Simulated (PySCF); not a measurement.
Species: 3-butynoic acid, C₄H₄O₂.
Atom-mapped SMILES: `[CH:1]#[C:2][CH2:3][C:4](=[O:5])[OH:6]` (hydrogens: H7 on C1; H8, H9 on C3; H10 on O6)

Computed, not measured: core-valence-separated Tamm–Dancoff BHandHLYP/aug-pcX-1 (pcseg-1 on H) in PySCF, non-relativistic, gas phase, PBE0-D3(BJ)/def2-SVP geometry.

Computed carbon K-edge spectrum, Gaussian lines of 0.8 eV full width, highest printed point 100; it ends one width below the last computed root. BHandHLYP without relativity tends to put these K edges a few eV too low, so spacings mean more than positions.

(photon energy (eV), absorption): (282.5, 0), (282.6, 1), (282.7, 2), (282.8, 4), (282.9, 7), (283.0, 13), (283.1, 22), (283.2, 35), (283.3, 51), (283.4, 68), (283.5, 83), (283.6, 95), (283.7, 100), (283.8, 97), (283.9, 87), (284.0, 72), (284.1, 55), (284.2, 39), (284.3, 26), (284.4, 17), (284.5, 12), (284.6, 11), (284.7, 14), (284.8, 19), (284.9, 25), (285.0, 32), (285.1, 37), (285.2, 41), (285.3, 40), (285.4, 37), (285.5, 32), (285.6, 26), (285.7, 21), (285.8, 16), (285.9, 13), (286.0, 12), (286.1, 11), (286.2, 11), (286.3, 11), (286.4, 12), (286.5, 13), (286.6, 14), (286.7, 15), (286.8, 16), (286.9, 16), (287.0, 17)

Q: Where are the maxima, and which lines make them up?

A: 2 maxima:
- 283.7 eV: C1 (terminal alkyne carbon), 283.75 eV, f = 0.077, 35 % of the height at the exact maximum; C1 (terminal alkyne carbon), 283.57 eV, f = 0.065, 1s→π*, 27 % of the height at the exact maximum; C2 (alkyne carbon), 283.75 eV, f = 0.049, 1s→π*, 22 % of the height at the exact maximum; C2 (alkyne carbon), 283.82 eV, f = 0.038, 16 % of the height at the exact maximum
- 285.2 eV: C4 (carboxylic acid carbon), 285.24 eV, f = 0.089, 1s→π*, 98 % of the height at the exact maximum

Further lines of some strength in the range: C1, 285.93 eV, f = 0.010; C3, 286.71 eV, f = 0.016.

Roots within 0.03 eV on the same or equivalent atoms count as one line; shares under 12 % aren't listed.

Vibrational structure and lifetime widths aren't in the curve. The ionisation threshold wasn't computed; near and above it a finite basis only mimics Rydberg series and continuum.

Shape of the structure used: `[CH:1]#[C:2][CH2:3][C:4](=[O:5])[OH:6]`: C2–C3–C4–O5 -156°, H–O6–C4–C3 178°.

One conformer stands for the species.
